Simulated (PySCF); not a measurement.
Do core-level shifts follow atomic charges?

C6H10.
Atom-mapped SMILES: `[CH2:1]=[CH:2]/[C:3]([CH3:4])=[CH:5]/[CH3:6]`

Binding energies: PySCF 2.14.0, delta-SCF UKS SCAN, pcX-2 on the ionised atom, pcseg-1 elsewhere, spin-free X2C. Charges: PBE0/pcSseg-1 ground-state density, for the ionised atom.

```csv
atom,environment,C 1s (eV),Mulliken (e),IAO (e),Hirshfeld (e),ESP (e)
C1,terminal =CH2 carbon,289.57,-0.160,-0.330,-0.110,-0.311
C5,alkene CH carbon,289.79,-0.188,-0.140,-0.040,-0.221
C2,alkene CH carbon,290.27,-0.159,-0.133,-0.050,-0.324
C3,fully substituted alkene carbon,290.28,-0.296,+0.001,-0.003,+0.251
C4,allylic carbon,290.62,-0.173,-0.419,-0.116,-0.477
C6,allylic carbon,290.66,-0.212,-0.416,-0.114,-0.252
```

**Question.** Give the correlation coefficient and slope of binding energy on charge for each scheme.

**Answer.** ESP: r = -0.06, slope -0.1 eV per e; Hirshfeld: r = -0.19, slope -1.7 eV per e; Mulliken: r = -0.26, slope -2.2 eV per e; IAO: r = -0.30, slope -0.8 eV per e. On 6 points no scheme stands out.

**Question.** The point-charge model writes a binding energy as kq + V + constant, with V the potential of the other atoms' charges at the site. What does it give with the Hirshfeld charges?

**Answer.** V = Σ 14.40 eV Å × q/r over all other atoms: +0.89 eV at C1, +0.04 eV at C5, -0.11 eV at C2, -0.87 eV at C3, +1.37 eV at C4, +1.52 eV at C6. Fitting binding energy − V to q gives k = 17.3 eV per e and leaves an rms residual of 0.33 eV, against 0.39 eV for the fit on q alone. The model has no term for differences in relaxation between sites.

The unrestricted hole states depart most from a pure doublet (⟨S²⟩ = 0.75; over 0.85 named) for C 1s of C2 (0.91) and C 1s of C3 (0.88), which makes these values less certain. The structure is a single PBE0-D3(BJ)/def2-SVP conformer in the gas phase; no vibrational or solvent corrections.

The values belong to the conformer `[CH2:1]=[CH:2]/[C:3]([CH3:4])=[CH:5]/[CH3:6]`: C1–C2–C3–C4 -1°.
